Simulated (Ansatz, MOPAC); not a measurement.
Band gap of wurtzite AlN: levels of theory against measurement

Reference value: 6.51 eV (measured, zero-point renormalisation of 0.417 eV (from the measured temperature dependence, arXiv:2011.12765) added back here, fundamental, Γ; inputs from Feneberg et al. (2010), doi:10.1103/physrevb.82.075208).

```csv
level (code),value (eV),cell (Å³/atom),error (eV)
MNDO semi-empirical Hartree-Fock (MOPAC),9.89,10.45,+3.38
PBE (Ansatz),4.19 (direct),10.45,-2.32
PBE-D3(BJ) (Ansatz),4.21 (direct),10.42,-2.30
r²SCAN-D4 (Ansatz),4.95 (direct),10.32,-1.56
r²SCAN0 (Ansatz),6.69 (direct),10.45,+0.18
Hartree–Fock (Ansatz),13.48 (direct),10.45,+6.97
G0W0@HSE06 (Ansatz),6.61 (direct),10.45,+0.10
```

Leaving aside MNDO semi-empirical Hartree-Fock (MOPAC) (doubt noted below): Closest of the ranked levels: G0W0@HSE06 (+0.10 eV). Farthest off among them: Hartree–Fock (+6.97 eV). Within 0.5 eV: r²SCAN0, G0W0@HSE06.

Semilocal Kohn–Sham gaps run low as a rule, and all computed gaps are for a static lattice, while measured ones hold electron–phonon shifts unless said otherwise.  MNDO semi-empirical Hartree-Fock (MOPAC), r²SCAN0, Hartree–Fock: the gap is read on the k mesh or supercell of the run alone and can be too large. MNDO semi-empirical Hartree-Fock (MOPAC): the method was fitted mainly to molecules. MNDO semi-empirical Hartree-Fock (MOPAC): gaps of these semi-empirical methods are Hartree–Fock-like level differences, and their formation enthalpies are fitted 298 K values. G0W0@HSE06: GW on a hybrid start was not checked against another program. Values are at the measured cell; PBE-D3(BJ) at the level's own equilibrium cell; r²SCAN-D4 at the level's own equilibrium cell. Cutoffs and k meshes differ between the levels. Ansatz's density-functional and Hartree–Fock values are scalar-relativistic unless marked +SOC, with PAW data made under PBE.

Differences are worked out from the printed values.

Ansatz is a quantum-chemistry and plane-wave program.
